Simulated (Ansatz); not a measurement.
Reaction: CH3NO (SMILES NC=O) + H+ → CH4NO+ (SMILES [NH3+]C=O) (other sites are not all compared here)
Each species at its own B3LYP-D3(BJ)/def2-TZVP minimum (Ansatz, a first-principles code), one conformer.

Total energies in hartree (Ansatz). UHF or UKS for unpaired electrons; spin-orbit terms are left out. Cores are frozen in correlated methods. No relativity.

| species | HF/cc-pVTZ | CCSD(T)/cc-pVTZ | HF/cc-pVQZ | CCSD(T)/cc-pVQZ | CCSD(T)/cc-pVDZ | CCSDT(Q)/cc-pVDZ |
|---|---|---|---|---|---|---|
| 1: CH3NO (SMILES NC=O) | -169.00155 | -169.64159 | -169.01492 | -169.69553 | -169.46438 | -169.46646 |
| 2: CH4NO+ (SMILES [NH3+]C=O) | -169.30679 | -169.94893 | -169.31890 | -169.99906 | -169.78112 | -169.78322 |

Q: Work out the proton affinity (electronic), positive where energy is released in kJ/mol: take Hartree-Fock from cc-pVQZ, extrapolate the CCSD(T) correlation energy as X^-3 (X = 3, 4), and add CCSDT(Q) - CCSD(T) in cc-pVDZ. 1 hartree = 2625.5 kJ/mol.

A: 
Species 1: correlation (64·(-0.68061) - 27·(-0.64004))/37 = -0.71022; step -0.00208; E1 = -169.01492 + (-0.71022) + (-0.00208) = -169.72722
H+ has no electrons: E = 0
Species 2: correlation (64·(-0.68016) - 27·(-0.64214))/37 = -0.70790; step -0.00210; E2 = -169.31890 + (-0.70790) + (-0.00210) = -170.02890
+1·E1 -1·E2 = 0.30168 hartree = 792.1 kJ/mol.
